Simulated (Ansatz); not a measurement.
## How methods differ on CF2 (SMILES F[C]F)

CF2: 3 atoms, total charge 0, spin state singlet. SMILES: `F[C]F`. Geometry: optimised at PBE0/def2-SVP.

```xyz
3

F     0.3157    0.9686    0.2810
C     0.3808   -0.3173    0.1745
F    -0.6965   -0.6514   -0.4554
```

Quantity: the dissociation energy of the C2–F1 bond into doublet CF and doublet F (shapes relaxed at PBE0/def2-SVP, no zero-point term), in eV. The values are calculated.

| level | kind | program | value (eV) | less CCSD(T)/def2-TZVPP |
| --- | --- | --- | --- | --- |
| HF/def2-TZVPP | Hartree–Fock | Ansatz | 3.39 | -1.89 |
| SVWN5/def2-TZVPP | LDA | Ansatz | 6.80 | +1.52 |
| PBE/def2-TZVPP | GGA | Ansatz | 5.70 | +0.42 |
| r2SCAN/def2-TZVPP | meta-GGA | Ansatz | 5.40 | +0.12 |
| PBE0-D4/def2-TZVPP | global hybrid | Ansatz | 5.37 | +0.09 |
| CAM-B3LYP/def2-TZVPP | range-separated hybrid | Ansatz | 5.38 | +0.10 |
| B2PLYP/def2-TZVPP | double hybrid | Ansatz | 5.32 | +0.04 |
| RPA@PBE/def2-TZVPP | RPA | Ansatz | 4.79 | -0.49 |
| CCSD(T)/def2-TZVPP | coupled cluster or CI | Ansatz | 5.28 | 0.00 |

CCSD(T)/def2-TZVPP is the highest level here, not the true value. The values span 3.39 to 6.80 eV. Hartree–Fock misses the correlation of the electron pair that is broken and comes out low. Measured bond enthalpies also hold zero-point and thermal terms, a few tenths of an eV less.
